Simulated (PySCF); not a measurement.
From one molecule to another.

First species: C₇H₁₂O.
Atom-mapped SMILES: `[CH2:1]=[CH:2][CH2:3]/[CH:4]=[CH:5]\[O:6][CH2:7][CH3:8]` (hydrogens: H9, H10 on C1; H11 on C2; H12, H13 on C3; H14 on C4; H15 on C5; H16, H17 on C7; H18, H19, H20 on C8)

Cartesian coordinates in Å at the PBE0-D3(BJ)/def2-SVP level; atoms count from 1:
```
atom  x, y, z in Å
C1    -3.9344    0.0586   -0.8298
C2    -2.6278   -0.1657   -0.6849
C3    -1.5768    0.8955   -0.5383
C4    -0.8668    0.8069    0.7801
C5     0.4311    0.5174    0.9242
O6     1.2524    0.3040   -0.1245
C7     2.5629   -0.1168    0.1800
C8     3.3422   -0.2288   -1.1058
H9    -4.3374    1.0765   -0.8649
H10   -4.6499   -0.7627   -0.9233
H11   -2.2625   -1.1998   -0.6461
H12   -0.8319    0.7941   -1.3444
H13   -2.0461    1.8882   -0.6523
H14   -1.4485    0.9664    1.6917
H15    0.8963    0.4557    1.9165
H16    2.5347   -1.0907    0.7050
H17    3.0424    0.6099    0.8638
H18    4.3720   -0.5572   -0.9036
H19    3.3794    0.7425   -1.6205
H20    2.8702   -0.9569   -1.7816
```

Second species: oxetane, C3H6O.
SMILES: `C1COC1`

Levels: CAM-B3LYP/def2-SVPD for dipole moment, HOMO energy, LUMO energy, HOMO–LUMO gap, static isotropic polarisability and electronic spatial extent ⟨r²⟩ about the centre of nuclear charge; TDDFT CAM-B3LYP/def2-SVPD for lowest singlet excitation; TDA CAM-B3LYP/def2-SVPD for lowest triplet excitation (Tamm–Dancoff); ΔSCF CAM-B3LYP/def2-SVPD for vertical ionisation energy; PBE0-D3(BJ)/def2-SVP for rotational constant A and rotational constant C. Geometries: PBE0-D3(BJ)/def2-SVP. All species are isolated and taken at one optimised geometry, non-relativistic unless stated. Electronic properties by PySCF.

Dipoles, sizes and rotational constants follow the conformer. The torsions of the flexible species, by atom-mapped SMILES:
- `[CH2:1]=[CH:2][CH2:3]/[CH:4]=[CH:5]\[O:6][CH2:7][CH3:8]`: C1–C2–C3–C4 118°, C2–C3–C4–C5 115°, C4–C5–O6–C7 -174°, C5–O6–C7–C8 -177°

Q: Which of the two has the higher static isotropic polarisability, and by how much?

A: The first: 96.3 au against 39.2 au, a difference of 57.1 au.

Q: Which of the two has the higher HOMO–LUMO gap, and by how much?

A: The second: 10.08 eV against 8.90 eV, a difference of 1.18 eV.

Q: Which has the higher rotational constant A?

A: The second: 12.239 GHz against 5.570 GHz, a difference of 6.669 GHz.

Q: Which has the higher ⟨r²⟩?

A: The first: 1691 bohr² against 237 bohr², a difference of 1454 bohr².

Q: Which has the higher T1 energy?

A: The second: 6.61 eV against 4.04 eV, a difference of 2.57 eV.

Q: Which of the two has the higher S1 energy, and by how much?

A: The second: 6.86 eV against 6.15 eV, a difference of 0.71 eV.

Q: Which has the higher rotational constant C?

A: The second: 6.831 GHz against 0.693 GHz, a difference of 6.138 GHz.

Q: Which of the two has the higher LUMO energy, and by how much?

A: The second: 1.42 eV against 1.29 eV, a difference of 0.13 eV.

On the first: The 10 singlets span 6.15 to 7.81 eV, and their oscillator strengths add up to 0.95. The polarisability is 14.27 Å³ as a volume (1 au = 0.148185 Å³), or 1.55 au for each of the 62 electrons.

On the second: In atomic units the dipole is 0.80 e·bohr (1 au = 2.5417 D). No computed singlet falls in the visible range (750 to 380 nm, 1.65 to 3.26 eV); S1 lies 3.60 eV above its blue end.
